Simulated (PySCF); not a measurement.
C2H6O, charge -1, quartet, at the geometry of the source list (a state made from the parent by changing its charge; the spin is typed, not shown lowest) (a gas-phase anion, which may not be bound at this level); TPSS/3-21G run with PySCF.

PySCF was given this input:
```python
from pyscf import gto, scf, dft

mol = gto.Mole()
mol.atom = '''
    C    -0.869300    0.226800    0.204600
    C     0.390900   -0.354800   -0.427200
    O     1.555500    0.358500   -0.078500
    H    -1.741900   -0.324600   -0.133500
    H    -0.980100    1.270700   -0.076700
    H    -0.816500    0.162100    1.290600
    H     0.493600   -1.413800   -0.145600
    H     0.333900   -0.291700   -1.516100
    H     1.633800    0.366700    0.882300
'''
mol.basis = '3-21g'
mol.charge = -1
mol.spin = 3
mol.verbose = 4
mol.build()

mf = dft.ROKS(mol)
mf.xc = 'tpss'
mf.kernel()
mf.analyze()
```

It wrote (shortened):

```
PySCF version 2.14.0

[INPUT] verbose = 4
[INPUT] num. atoms = 9
[INPUT] num. electrons = 27
[INPUT] charge = -1
[INPUT] spin (= nelec alpha-beta = 2S) = 3
[INPUT] symmetry False subgroup None
[INPUT] Mole.unit = angstrom
[INPUT] Symbol           X                Y                Z      unit          X                Y                Z       unit  Magmom
[...]
nuclear repulsion = 81.9370502168237
number of shells = 27
number of NR pGTOs = 63
number of NR cGTOs = 39
basis = 3-21g
ecp = {}

******** <class 'pyscf.dft.roks.ROKS'> ********
method = ROKS
initial guess = minao
damping factor = 0
level_shift factor = 0
DIIS = <class 'pyscf.scf.diis.CDIIS'>
diis_start_cycle = 1
diis_space = 8
diis_damp = 0
SCF conv_tol = 1e-09
SCF conv_tol_grad = None
SCF max_cycles = 50
direct_scf = True
direct_scf_tol = 1e-13
num. doubly occ = 12  num. singly occ = 3
XC library pyscf.dft.libxc version 7.1.2
    S. Lehtola, C. Steigemann, M. J. T. Oliveira, and M. A. L. Marques,  SoftwareX 7, 1–5 (2018)
XC functionals = tpss
    J. Tao, J. P. Perdew, V. N. Staroverov, and G. E. Scuseria,  Phys. Rev. Lett. 91, 146401 (2003)
    J. P. Perdew, J. Tao, V. N. Staroverov, and G. E. Scuseria,  J. Chem. Phys. 120, 6898 (2004)
    J. Tao, J. P. Perdew, V. N. Staroverov, and G. E. Scuseria,  Phys. Rev. Lett. 91, 146401 (2003)
    J. P. Perdew, J. Tao, V. N. Staroverov, and G. E. Scuseria,  J. Chem. Phys. 120, 6898 (2004)
radial grids:
    Treutler-Ahlrichs [JCP 102, 346 (1995); DOI:10.1063/1.469408] (M4) radial grids

becke partition: Becke, JCP 88, 2547 (1988); DOI:10.1063/1.454033
pruning grids: <function nwchem_prune>
grids dens level: 3
symmetrized grids: False
atomic radii adjust function: <function treutler_atomic_radii_adjust>
small_rho_cutoff = 0
Set gradient conv threshold to 3.16228e-05
tot grids = 101168
init E= -154.185344806154
[...]
cycle= 1 E= -153.619686844621  delta_E= 0.566  |g|= 0.517  |ddm|= 7.39
[...]
cycle= 2 E= -153.457793397897  delta_E= 0.162  |g|= 0.948  |ddm|= 8.98
[...]
cycle= 3 E= -153.688915116366  delta_E= -0.231  |g|= 0.234  |ddm|= 9.08
[...]
cycle= 4 E= -153.708517030312  delta_E= -0.0196  |g|= 0.132  |ddm|=  4.8
[...]
cycle= 5 E= -153.712865236373  delta_E= -0.00435  |g|= 0.0805  |ddm|= 2.08
[...]
cycle= 6 E= -153.71463727508  delta_E= -0.00177  |g|= 0.0398  |ddm|= 1.41
[...]
cycle= 7 E= -153.715350511812  delta_E= -0.000713  |g|= 0.0114  |ddm|= 0.881
[...]
cycle= 8 E= -153.715427652835  delta_E= -7.71e-05  |g|= 0.00577  |ddm|= 0.412
[...]
cycle= 9 E= -153.715443603701  delta_E= -1.6e-05  |g|= 0.00215  |ddm|= 0.0972
[...]
cycle= 10 E= -153.715447229023  delta_E= -3.63e-06  |g|= 0.000772  |ddm|= 0.0609
[...]
cycle= 11 E= -153.715447602687  delta_E= -3.74e-07  |g|= 0.000181  |ddm|= 0.0157
[...]
cycle= 12 E= -153.715447625071  delta_E= -2.24e-08  |g|= 7.11e-05  |ddm|= 0.00211
[...]
cycle= 13 E= -153.715447627209  delta_E= -2.14e-09  |g|= 3.88e-05  |ddm|= 0.000809
[...]
cycle= 14 E= -153.715447628473  delta_E= -1.26e-09  |g|= 1.34e-05  |ddm|= 0.000459
[...]
cycle= 15 E= -153.715447628526  delta_E= -5.34e-11  |g|= 6.95e-06  |ddm|= 6.96e-05
[...]
Extra cycle  E= -153.715447628048  delta_E= 4.78e-10  |g|= 2.74e-05  |ddm|= 0.000702
converged SCF energy = -153.715447628048
**** SCF Summaries ****
Total Energy =                        -153.715447628048480
Nuclear Repulsion Energy =              81.937050216823721
One-electron Energy =                 -375.241515204318489
Two-electron Energy =                  139.589017359446302
Two-electron Coulomb Energy =          161.461845465620229
DFT Exchange-Correlation Energy =      -21.872828106173912
HOMO-LUMO gap [eV] =                     0.422059071121620
**** MO energy ****
                Roothaan           | alpha              | beta
[...]
 ** Mulliken pop on meta-lowdin orthogonal AOs  **
 ** Mulliken pop  **
[...]
 ** Mulliken atomic charges  **
charge of    0C =     -0.34717
charge of    1C =     -0.12394
charge of    2O =     -0.16549
charge of    3H =     -0.02443
charge of    4H =     -0.02903
charge of    5H =      0.01944
charge of    6H =     -0.04137
charge of    7H =     -0.07760
charge of    8H =     -0.21039

WARN: System has nonzero charge -1; the dipole moment is origin-dependent.
Location of origin: [0. 0. 0.]

Dipole moment(X, Y, Z, Debye): -1.39126, -0.13636, -0.43580
```
